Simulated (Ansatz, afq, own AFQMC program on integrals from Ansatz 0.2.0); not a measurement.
AFQMC on a folder of integrals that Ansatz 0.2.0 wrote.

```yaml
crystal:
  periodic: [false, false, false]
  atoms:
    - {symbol: B, position_ang: [0.000000, -0.080006, 0.000000]}
    - {symbol: H, position_ang: [0.000000, 0.429067, -1.077008]}
    - {symbol: H, position_ang: [0.000000, 0.429067, 1.077008]}
basis:
  gaussian: {orbitals: cc-pVDZ}
magnetization: {spin_polarized: false, initial_magnetization: 1}
correlation: {method: ccsd_t, electrons: outside_noble_gas, hamiltonian_folder: ham}
```

```sh
$ ansatz run in.yaml --threads 1 --pin off --events-out ev --progress --plain --max-ram 24576MiB --backend cuda --devices 0, --max-vram 18GiB
```

Options of the walk:

```
--method free --trial cisd --walkers 4000 --time-step 0.03 --max-blocks 4000 --target-error 0.00028 --factor-cut 1e-05 --seed 7153 --times 0,0.3,0.6,1.2,1.8,2.4,3.6,4.8,6 --taylor-order 8
```

Times are imaginary, in 1/Eh. The walk had a cap of 61 s.

Log:

```
orbitals 23  electrons 3 2  factors 165 of 219
reference energy -25.75167387 Eh
CCSD correlation -0.08746649 Eh in 9 cycles, weight of the determinant in the CISD state 0.9520
repeat  energy at the last time / Eh  error
    10  -25.840702  0.000021
    20  -25.840704  0.000015
    30  -25.840705  0.000014
time / (1/Eh)  energy / Eh  error  mean overlap
  0.00  -25.839143  0.000003  1.0504
  0.30  -25.839989  0.000007  1.0490
  0.60  -25.840338  0.000008  1.0487
  1.20  -25.840584  0.000007  1.0498
  1.80  -25.840655  0.000008  1.0502
  2.40  -25.840685  0.000008  1.0499
  3.60  -25.840725  0.000011  1.0481
  4.80  -25.840706  0.000015  1.0510
  6.00  -25.840704  0.000014  1.0474
energy -25.840704 +/- 0.000014 Eh
```

The run passed its tests (error under three times the target), which doesn't prove that it has relaxed.

Against this walk (error 0.4 meV) on the same determinant: CCSD(T) 10.5 meV higher, CCSDT(Q) 0.0 meV higher (within the noise), CCSDTQ 0.1 meV lower (within the noise), full CI 0.1 meV lower (within the noise). The error is statistical, and a free projection of finite length keeps a remainder of its start.

Cautions: remainder of the start not in the error.

The walk took 14 s on 1 × NVIDIA H100 80GB HBM3 with 2 threads of AMD EPYC 7R13 Processor (Zen 3), on a shared host (the card was shared). The log's last line is the free-projection energy.

CCSDT and higher add their correlation energy to the determinant of the CCSD(T) run, since their own runs factorise the integrals more tightly (a shift of under 2 meV). A walk keeps the symmetry of its determinant, which the program's search chose and which needn't be the lowest solution, so a lower state of the same spin and another symmetry isn't excluded.
